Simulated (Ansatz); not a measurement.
**Molecular dynamics, step by step**

CH2Cl2, closed shell, BHLYP-D4/STO-3G (Ansatz 0.2.0). Settings (timestep in fs, temperature in K; T counts 9 degrees of freedom):

```yaml
hamiltonian: {xc: {name: BHLYP}, dispersion: d4}
md: {n_steps: 30, timestep: 0.75, temperature: 1500, ensemble: nvt_nose_hoover, seed: 363, initial_velocities: maxwell_boltzmann}
```

Start, the saddle point found with PBE0-D4 in triple zeta (not stationary at another level):

C1  (0.367, -0.394, 0.179)
Cl2  (-0.199, 0.121, 1.732)
Cl3  (-0.763, -1.458, -0.586)
H4  (0.659, 0.624, -0.585)
H5  (-0.065, 1.107, -0.739)
(Å)

```json
{"step": "0", "time (fs)": "0.00", "potential energy less the start (meV)": "0.0", "kinetic energy (meV)": "581.7", "T (K)": "1500"}
{"step": "2", "time (fs)": "1.50", "potential energy less the start (meV)": "-250.8", "kinetic energy (meV)": "829.8", "T (K)": "2140"}
{"step": "4", "time (fs)": "3.00", "potential energy less the start (meV)": "-490.1", "kinetic energy (meV)": "1071.3", "T (K)": "2763"}
{"step": "6", "time (fs)": "4.50", "potential energy less the start (meV)": "-846.0", "kinetic energy (meV)": "1421.0", "T (K)": "3664"}
{"step": "8", "time (fs)": "6.00", "potential energy less the start (meV)": "-1092.5", "kinetic energy (meV)": "1667.4", "T (K)": "4300"}
{"step": "10", "time (fs)": "7.50", "potential energy less the start (meV)": "-1236.8", "kinetic energy (meV)": "1809.8", "T (K)": "4667"}
{"step": "12", "time (fs)": "9.00", "potential energy less the start (meV)": "-1329.4", "kinetic energy (meV)": "1891.2", "T (K)": "4877"}
{"step": "14", "time (fs)": "10.50", "potential energy less the start (meV)": "-1269.9", "kinetic energy (meV)": "1831.3", "T (K)": "4723"}
{"step": "16", "time (fs)": "12.00", "potential energy less the start (meV)": "-1244.9", "kinetic energy (meV)": "1793.0", "T (K)": "4624"}
{"step": "18", "time (fs)": "13.50", "potential energy less the start (meV)": "-1119.0", "kinetic energy (meV)": "1662.7", "T (K)": "4288"}
{"step": "20", "time (fs)": "15.00", "potential energy less the start (meV)": "-1110.5", "kinetic energy (meV)": "1634.9", "T (K)": "4216"}
{"step": "22", "time (fs)": "16.50", "potential energy less the start (meV)": "-999.1", "kinetic energy (meV)": "1521.4", "T (K)": "3923"}
{"step": "24", "time (fs)": "18.00", "potential energy less the start (meV)": "-1041.1", "kinetic energy (meV)": "1542.1", "T (K)": "3977"}
{"step": "26", "time (fs)": "19.50", "potential energy less the start (meV)": "-996.1", "kinetic energy (meV)": "1490.8", "T (K)": "3844"}
{"step": "28", "time (fs)": "21.00", "potential energy less the start (meV)": "-1114.2", "kinetic energy (meV)": "1584.8", "T (K)": "4087"}
{"step": "30", "time (fs)": "22.50", "potential energy less the start (meV)": "-1117.3", "kinetic energy (meV)": "1581.2", "T (K)": "4078"}
```

Step 6, positions (Å) and forces (eV/Å):

| atom | x | y | z | Fx | Fy | Fz |
| --- | --- | --- | --- | --- | --- | --- |
| C1 | 0.468 | -0.426 | 0.168 | 1.487 | -0.986 | 0.603 |
| Cl2 | -0.216 | 0.112 | 1.723 | -0.343 | 0.416 | 1.463 |
| Cl3 | -0.773 | -1.451 | -0.569 | -1.108 | -1.219 | -0.864 |
| H4 | 0.404 | 0.826 | -0.661 | 0.996 | 0.112 | -0.401 |
| H5 | -0.044 | 1.353 | -0.849 | -1.031 | 1.678 | -0.800 |

Step 8, positions (Å) and forces (eV/Å):

```tsv
atom	x	y	z	Fx	Fy	Fz
C1	0.509	-0.442	0.167	0.477	-0.417	0.502
Cl2	-0.223	0.110	1.722	0.041	0.272	0.956
Cl3	-0.778	-1.451	-0.564	-0.586	-0.919	-0.714
H4	0.360	0.910	-0.710	-0.712	1.850	-0.886
H5	-0.082	1.509	-0.921	0.780	-0.785	0.142
```

Step 22, positions (Å) and forces (eV/Å):

```csv
atom,x,y,z,Fx,Fy,Fz
C1,0.733,-0.566,0.197,-3.933,-0.300,1.284
Cl2,-0.255,0.097,1.719,1.914,-0.086,-1.004
Cl3,-0.807,-1.451,-0.541,2.017,0.393,-0.281
H4,-0.034,1.885,-1.259,0.834,-2.631,0.748
H5,-0.231,2.503,-1.437,-0.832,2.624,-0.748
```

Last step (30):

```
5
angstrom
C 0.7272 -0.6462 0.2602
Cl -0.2505 0.0889 1.7072
Cl -0.8003 -1.4484 -0.5325
H -0.2376 2.4378 -1.5795
H -0.3280 3.0845 -1.7376
```

The run took about 20 s on 2 CPU threads of an Arm Neoverse N1 (shared host).
